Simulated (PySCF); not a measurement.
Species: C3H2Cl (charge +1).
Numbering: `[Cl:1][c:2]1[cH:3][cH+:4]1` (hydrogens: H5 on C3; H6 on C4)

The same species was optimised twice, with GFN2-xTB and with PBE0-D3(BJ)/def2-SVP (PySCF), and the same property calculations (PySCF, gas phase) were run on both structures.

```json
{"coordinate": "C2–C4 (Å)", "GFN2-xTB": "1.404", "PBE0-D3(BJ)/def2-SVP": "1.374", "change": "-0.030"}
{"coordinate": "C2–C3 (Å)", "GFN2-xTB": "1.404", "PBE0-D3(BJ)/def2-SVP": "1.374", "change": "-0.030"}
{"coordinate": "Cl1–C2 (Å)", "GFN2-xTB": "1.604", "PBE0-D3(BJ)/def2-SVP": "1.629", "change": "+0.025"}
{"coordinate": "C3–H5 (Å)", "GFN2-xTB": "1.072", "PBE0-D3(BJ)/def2-SVP": "1.094", "change": "+0.022"}
{"coordinate": "C4–H6 (Å)", "GFN2-xTB": "1.073", "PBE0-D3(BJ)/def2-SVP": "1.094", "change": "+0.021"}
{"coordinate": "C3–C4 (Å)", "GFN2-xTB": "1.365", "PBE0-D3(BJ)/def2-SVP": "1.362", "change": "-0.003"}
{"coordinate": "C3–C2–C4 (°)", "GFN2-xTB": "58.2", "PBE0-D3(BJ)/def2-SVP": "59.4", "change": "+1.2"}
{"coordinate": "C2–C3–H5 (°)", "GFN2-xTB": "149.8", "PBE0-D3(BJ)/def2-SVP": "150.8", "change": "+1.0"}
{"coordinate": "C2–C4–H6 (°)", "GFN2-xTB": "149.9", "PBE0-D3(BJ)/def2-SVP": "150.8", "change": "+0.9"}
{"coordinate": "C2–C3–C4 (°)", "GFN2-xTB": "60.9", "PBE0-D3(BJ)/def2-SVP": "60.3", "change": "-0.6"}
{"coordinate": "Cl1–C2–C3 (°)", "GFN2-xTB": "150.9", "PBE0-D3(BJ)/def2-SVP": "150.3", "change": "-0.6"}
{"coordinate": "Cl1–C2–C4 (°)", "GFN2-xTB": "150.9", "PBE0-D3(BJ)/def2-SVP": "150.3", "change": "-0.6"}
{"coordinate": "C2–C4–C3 (°)", "GFN2-xTB": "60.9", "PBE0-D3(BJ)/def2-SVP": "60.3", "change": "-0.6"}
{"coordinate": "C4–C3–H5 (°)", "GFN2-xTB": "149.2", "PBE0-D3(BJ)/def2-SVP": "148.9", "change": "-0.3"}
```

Rotational constants: A = 30882, B = 4038, C = 3571 MHz (GFN2-xTB) against A = 30791, B = 4051, C = 3580 MHz (PBE0-D3(BJ)/def2-SVP). Point groups within 0.08 Å: C2v and C2v.

On the GFN2-xTB structure: isotropic polarisability (au) 38.5 [B3LYP/def2-SVPD]; HOMO (eV) -14.80 [B3LYP/def2-SVPD]; LUMO (eV) -7.92 [B3LYP/def2-SVPD]; Cl1s of Cl1 (eV) 2836.50 [delta-SCF UKS SCAN, pcX-2 on the ionised atom, pcseg-1 elsewhere, spin-free X2C]; Cl2p of Cl1 (eV) 214.41 [delta-SCF UKS SCAN, pcX-2 on the ionised atom, pcseg-1 elsewhere, spin-free X2C]; C1s of C2 (eV) 300.87 [delta-SCF UKS SCAN, pcX-2 on the ionised atom, pcseg-1 elsewhere, spin-free X2C]; C1s of C3 (eV) 299.46 [delta-SCF UKS SCAN, pcX-2 on the ionised atom, pcseg-1 elsewhere, spin-free X2C].

Question: What do these properties become on the PBE0-D3(BJ)/def2-SVP structure?

Answer: 
| property | level | on GFN2-xTB | on PBE0-D3(BJ)/def2-SVP | change |
| --- | --- | --- | --- | --- |
| isotropic polarisability (au) | B3LYP/def2-SVPD | 38.5 | 38.4 | -0.1 |
| HOMO (eV) | B3LYP/def2-SVPD | -14.80 | -14.83 | -0.03 |
| LUMO (eV) | B3LYP/def2-SVPD | -7.92 | -7.94 | -0.02 |
| energy, GFN2-xTB geometry as zero (kcal/mol) | B3LYP/def2-SVPD | 0.0 | -1.4 | -1.4 |
| Cl1s of Cl1 (eV) | delta-SCF UKS SCAN, pcX-2 on the ionised atom, pcseg-1 elsewhere, spin-free X2C | 2836.50 | 2836.35 | -0.15 |
| Cl2p of Cl1 (eV) | delta-SCF UKS SCAN, pcX-2 on the ionised atom, pcseg-1 elsewhere, spin-free X2C | 214.41 | 214.25 | -0.16 |
| C1s of C2 (eV) | delta-SCF UKS SCAN, pcX-2 on the ionised atom, pcseg-1 elsewhere, spin-free X2C | 300.87 | 300.85 | -0.02 |
| C1s of C3 (eV) | delta-SCF UKS SCAN, pcX-2 on the ionised atom, pcseg-1 elsewhere, spin-free X2C | 299.46 | 299.55 | +0.09 |

The heavy atoms differ by 0.014 Å rms after alignment. Among all bonds C2–C3 and C2–C4 change most and about equally (-0.030 Å). Changes are differences of the printed values. Neither structure is proved a minimum here. Isolated species at its PBE0-D3(BJ)/def2-SVP geometry, gas phase.
